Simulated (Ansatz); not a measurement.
Born–Oppenheimer molecular dynamics of CH5ClSi (8 atoms, charge 0, multiplicity 1). It starts from a relaxed structure.

Theory: RKS BHLYP-D4/STO-3G in Ansatz 0.2.0.

```json
{"ensemble": "NVT, Langevin thermostat", "time step": "0.5 fs", "steps asked": "150", "set temperature": "200 K", "friction": "1 /fs", "seed": "299930"}
```

First frame:

```xyz
8
Properties=species:S:1:pos:R:3
Si 0.025 -0.014 0.009
C -0.001 0.004 1.866
H -1.016 -0.086 2.247
H 0.581 -0.830 2.257
H 0.425 0.925 2.257
H 1.353 0.148 -0.506
Cl -1.107 1.603 -0.701
H -0.574 -1.204 -0.520
```

Problem. What does the run give?

Solution. The run went to its last step.

```json
{
 "steps done": "150",
 "time covered": "75 fs",
 "mean temperature over the second half": "212 K",
 "spread of the potential energy over the second half": "5.0 meV per atom",
 "mean potential energy of the second half above the start": "22.7 meV per atom"
}
```

A run of 0.075 ps of so small a system gives no equilibrium averages. The friction is so strong that the motion is overdamped, so the time scale means little. Limits of this set-up: minimal basis.

Problem. What happens to the structure?

Solution. The same pairs are bonded in the first frame and the last. Pairs count as bonded within 1.25 times the sum of covalent radii (0.12 Å more for H–H). The details hang on the random start.

Problem. How do temperature and energy run in time?

Solution. 
```
time (fs)  T (K)  potential energy less start (eV)
      0.0    175                             0.000
      3.5    231                             0.086
      7.0    209                             0.123
     10.5    154                             0.236
     14.0    295                             0.094
     17.5    162                             0.118
     21.0    156                             0.133
     24.5    149                             0.175
     28.0    263                             0.186
     31.5    202                             0.194
     35.0    221                             0.238
     38.5    247                             0.166
     42.0    199                             0.157
     45.5    201                             0.120
     49.0    214                             0.239
     52.5    299                             0.172
     56.0    193                             0.228
     59.5    163                             0.142
     63.0    266                             0.218
     66.5    333                             0.183
     70.0    177                             0.136
     73.5    188                             0.172
```

Time of the run: 2.7 min on 1 thread of Arm Neoverse V1 (shared host), peak memory 0.084 GiB.
